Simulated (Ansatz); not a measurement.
hcp Zr was calculated with HSE06 (PAW; Ansatz, a quantum-chemistry and plane-wave program).

Settings: plane-wave cutoff 520 eV, 12×12×6 k mesh (along the axes of the cell as run), Fermi–Dirac smearing 0.094 eV (set by the program), scalar-relativistic PAW data made under PBE.

Computed at the level's own relaxed cell.

```yaml
crystal:
  lattice:
    - [3.24816, 0.00000, 0.00000]
    - [-1.62408, 2.81299, 0.00000]
    - [0.00000, 0.00000, 5.14168]
  atoms:
    - { symbol: Zr, position: [0.66667, 0.33333, 0.75000] }
    - { symbol: Zr, position: [0.33333, 0.66667, 0.25000] }
```

Q: Give the elastic tensor (Voigt notation, GPa, ions relaxed, in the Cartesian axes of the cell as printed).

A: 
```
  164.3    68.2    61.5     0.0     0.0     0.0
   68.2   164.3    61.5     0.0     0.0     0.0
   61.5    61.5   173.5     0.0     0.0     0.0
    0.0     0.0     0.0    44.7     0.0     0.0
    0.0     0.0     0.0     0.0    44.7     0.0
    0.0     0.0     0.0     0.0     0.0    48.0
```

Measured, for comparison: elastic constant C11 155 GPa, elastic constant C12 67.2 GPa, elastic constant C44 36.3 GPa, elastic constant C33 172 GPa, elastic constant C13 64.6 GPa (4 K, zero-point motion not removed; as tabulated in Clouet (2012), arXiv:1210.1082). Computed (rounded) less measured: elastic constant C11 +6 %, elastic constant C12 +1 %, elastic constant C44 +23 %, elastic constant C33 +1 %, elastic constant C13 -5 %.

Note: hybrids on metals are sensitive to the k mesh; the run warned that the count of filled bands differs between k points.

The computed numbers hold no vibrational or temperature effects.
